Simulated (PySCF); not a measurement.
Stationary points of SO2F

Computed with PBE0/[S def2-TZVP, O def2-TZVP, F def2-TZVP], no relativity, density fitting, PySCF.

Relaxations began from a few typed shapes; open shells are unrestricted. The search is not exhaustive: other isomers or separated fragments can lie lower, and high-lying points may rest on an excited occupation.

(1) Order these stationary points by electronic energy, lowest first, in kJ/mol from the lowest minimum.
A. doublet Cs: S–F 1.590 Å, S–O 1.500 Å (×2); F–S–O 103.3° (×2), O–S–O 92.8°
B. doublet Cs: S–F 1.581 Å, S–O 1.432 Å (×2); F–S–O 106.5° (×2), O–S–O 123.2°
C. doublet C2v: S–F 1.818 Å, S–O 1.428 Å (×2); F–S–O 118.4° (×2), O–S–O 123.2°

(2) Which of them are minima?

## Answers

(1) B (0.0), A (97.8), C (133.4).

(2) By energy in kJ/mol, 0.0: minimum; 97.8: minimum; 133.4: not settled, its softest mode being under 30 cm⁻¹.
